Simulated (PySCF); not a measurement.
Gas-phase reaction: 5 SiCl3 + SiH3 ⇌ 3 SiHCl + 3 SiCl4

Energies from PySCF (xtb for GFN2), thermal terms from the rigid-rotor harmonic-oscillator model, ideal gas at 1 bar. † marks an energy on the PBE0/def2-TZVP geometry and frequencies; other levels use their own. MP2 freezes the core. 6-31G* has spherical d functions here. Open shells (unrestricted): SiCl3 (multiplicity 2), SiH3 (multiplicity 2); the rest are closed-shell singlets. GFN2 has no spin-polarisation term. B3LYP is the form with VWN-RPA correlation. SiHCl: computed as isolated molecules; such fragments, hydroxides, amides, oligomers or adducts are transient or little studied in the gas. MP2 isn't extrapolated to the basis-set limit.

| level | ΔH°(298 K), kJ |
|---|---|
| B3LYP/6-31G* | (withheld) |
| GFN2-xTB | -436 |
| M06-2X/def2-TZVP† | (withheld) |
| MP2/def2-SVP† | (withheld) |
| MP2/def2-TZVPP† | -364 |
| PBE0/def2-QZVP† | -285 |
| r2SCAN/def2-TZVP† | -236 |
| LDA/def2-TZVP† | (withheld) |
| ωB97X-V/def2-TZVP† | -375 |

**Question.** Some entries are withheld; supply them.

**Answer.** 
- B3LYP/6-31G*, ΔH°(298 K), kJ: -322
- M06-2X/def2-TZVP†, ΔH°(298 K), kJ: -341
- MP2/def2-SVP†, ΔH°(298 K), kJ: -358
- LDA/def2-TZVP†, ΔH°(298 K), kJ: -340
